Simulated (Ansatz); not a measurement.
# SiH₂ (singlet): the correlation ladder at angle H2–Si1–H3 = 140.1°, cc-pVDZ

The task here is to estimate one member of a computed series from the others.

Computed with Ansatz 0.2.0, Gaussian basis. Level: cc-pVDZ, core rule «outside noble gas», up to 5 orbitals frozen.

Plan: UHF; CCSD(T) on RHF; CCSD(T) on UHF; BCCD(T) on RHF; CISD; CCSDT(Q) on RHF; CCSDT(Q) on UHF; CCSDTQ on RHF; CASSCF and MRCISD+Q, 2 electrons in 2 orbitals; CASSCF and NEVPT2, 2 electrons in 2 orbitals; CASSCF and MRCISD+Q, 6 electrons in 6 orbitals; CASSCF and NEVPT2, 6 electrons in 6 orbitals; Full CI.

9 further runs of the same task are left out: 1 for a mislabelled method, 7 that didn't finish, 1 set aside as unsound or not needed.

## The geometry

The geometry derives from a PBE0/def2-TZVP stationary point (not a proven minimum). One angle is set to the value named; bond lengths are kept.

3 atoms, charge 0, spin multiplicity 1.

Atoms are counted from 1 here; the program's logs count them from 0.

Bond lengths: Si1–H2 1.526 Å, Si1–H3 1.526 Å. Angles: H2–Si1–H3 140.1°.

Set-up of the first run:

Contents of in.yaml:

```yaml
crystal:
  periodic: [false, false, false]
  atoms:
    - {symbol: Si, position_ang: [0.000000, -0.034859, 0.000000]}
    - {symbol: H, position_ang: [0.000000, 0.485655, -1.433991]}
    - {symbol: H, position_ang: [0.000000, 0.485655, 1.433991]}
basis:
  gaussian: {orbitals: cc-pVDZ}
magnetization: {spin_polarized: true, initial_magnetization: 0}
hamiltonian: {xc: hf}
output: {orbitals: {seedname: orbitals}}
```

The run is started by

```bash
$ ansatz run in.yaml --threads 1 --pin off --events-out ev --progress --plain --max-ram 2393MiB
```

Steps of the session up to this table: UHF; CCSD(T) on RHF; CCSD(T) on UHF; BCCD(T) on RHF; CISD; CCSDT(Q) on RHF; CCSDT(Q) on UHF; CCSDTQ on RHF; CASSCF and MRCISD+Q, 2 electrons in 2 orbitals; CASSCF and NEVPT2, 2 electrons in 2 orbitals; CASSCF and MRCISD+Q, 6 electrons in 6 orbitals; CASSCF and NEVPT2, 6 electrons in 6 orbitals; Full CI.

One table of the session follows, with a row left open; its other results are not shown here.

| method | from FCI (meV) |
| --- | --- |
| RHF | +3374.5 |
| RMP2 | +940.8 |
| CISD | +275.9 |
| RCCSD | +108.6 |
| RCCSD(T) | +31.0 |
| BCCD(T) | +31.3 |
| RCCSDT | +5.2 |
| RCCSDT(Q) | +1.0 |
| RCCSDTQ | ? |
| CASSCF pair | +2755.8 |
| NEVPT2 pair | +780.0 |
| CASSCF valence | +1823.4 |
| NEVPT2 valence | +624.4 |
| MRCISD valence | +82.4 |
| MRCISD+Q valence | +10.3 |
| FCI | 0 |

Q: Estimate the row for RCCSDTQ from the others.

**Answer.** from FCI (meV): +0.1. In the column «from FCI (meV)» it lies between FCI (0) and RCCSDT(Q) (+1.0).

Not comparable, so not listed: CASSCF and MRCISD+Q, 2 electrons in 2 orbitals (they don't share determinant, frozen orbitals or solution with the rows shown, or repeat one).

Caveats from the session: Left out of the table: UHF, UMP2, UCCSD, UCCSD(T), UCCSDT, UCCSDT(Q) (another determinant or state than the rows shown). Warnings in the runs' records: passed over end.
